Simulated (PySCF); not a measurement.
allene cation (C3H4), SMILES C(=C)=C (connectivity only; charge and spin as stated), charge +1, multiplicity 2. Geometry optimised at B3LYP-D3(BJ)/def2-TZVP. The spin state was assumed, not searched.

These are PySCF 2.14.0 with B3LYP-D3(BJ)/def2-TZVP values and carry that method's errors.

Harmonic wavenumbers (cm⁻¹): 323, 341, 785, 804, 913, 935, 998, 1072, 1354, 1401, 1639, 3062, 3079, 3153, 3156. Rotational constants (GHz): 143.3, 9.022, 8.665; symmetry number 4.

Q: Work out the zero-point energy and the ideal-gas rigid-rotor harmonic-oscillator thermochemistry at 298.15 K and 1 atm.

A: ZPE = ½ Σ hcν = ½ × 23015 cm⁻¹ = 137.66 kJ/mol. H − E(el) = 150.48 kJ/mol. Entropy in J/(mol K): translation 154.77, rotation 75.88, vibration 14.18, spin 5.76, total 250.59. G − E(el) = 75.77 kJ/mol. Cp = 60.20 J/(mol K).
